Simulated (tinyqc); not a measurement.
CIS on RHF in the sto-6g basis, for H2F+, spin multiplicity 1, step by step. One step of it, computed by the program tinyqc.

Question. CIS triplet states. Diagonalise A (1 hartree = 27.211386 eV); each vector has its largest component positive (the first on a tie).

CIS matrix A, triplet (hartree):
```
           1>6        1>7        2>6        2>7        3>6        3>7        4>6        4>7
1>6  26.185125  -0.000029   0.005873  -0.000002  -0.000157   0.009119  -0.015950  -0.000146
1>7  -0.000029  26.248992  -0.000002   0.006733   0.009119   0.000315  -0.000146  -0.003441
2>6   0.005873  -0.000002   1.413975  -0.000326  -0.002072   0.087363  -0.066635  -0.000365
2>7  -0.000002   0.006733  -0.000326   1.511244   0.087363   0.002657  -0.000365  -0.012342
3>6  -0.000157   0.009119  -0.002072   0.087363   0.542014  -0.000095  -0.001524   0.050467
3>7   0.009119   0.000315   0.087363   0.002657  -0.000095   0.612905   0.050467   0.001280
4>6  -0.015950  -0.000146  -0.066635  -0.000365  -0.001524   0.050467   0.478203   0.000625
4>7  -0.000146  -0.003441  -0.000365  -0.012342   0.050467   0.001280   0.000625   0.564813
5>6   0.000000   0.000000   0.000000   0.000000   0.000000   0.000000   0.000000   0.000000
5>7   0.000000   0.000000   0.000000   0.000000   0.000000   0.000000   0.000000   0.000000

           5>6        5>7
1>6   0.000000   0.000000
1>7   0.000000   0.000000
2>6   0.000000   0.000000
2>7   0.000000   0.000000
3>6   0.000000   0.000000
3>7   0.000000   0.000000
4>6   0.000000   0.000000
4>7   0.000000   0.000000
5>6   0.432268  -0.000016
5>7  -0.000016   0.518920
```

Give: triplet excitation energies; lowest vectors.

Answer.

triplet excitation energies (eV): 11.763  12.315  13.494  14.121  16.409  17.012  38.839  41.338  712.534  714.272

lowest vectors:
```
     state 1  state 2  state 3  state 4  state 5  state 6
1>6    0.000    0.001    0.000    0.000    0.000    0.000
1>7    0.000    0.000    0.000    0.000    0.000    0.000
2>6    0.000    0.096   -0.002    0.000    0.004   -0.073
2>7    0.000   -0.001   -0.076    0.000   -0.046   -0.003
3>6    0.000    0.026    0.797    0.000    0.596    0.012
3>7    0.000   -0.346    0.020    0.000   -0.030    0.932
4>6    0.000    0.933   -0.023    0.000   -0.017    0.353
4>7    0.000   -0.013   -0.598    0.000    0.801    0.034
5>6    1.000    0.000    0.000    0.000    0.000    0.000
5>7    0.000    0.000    0.000    1.000    0.000    0.000
```
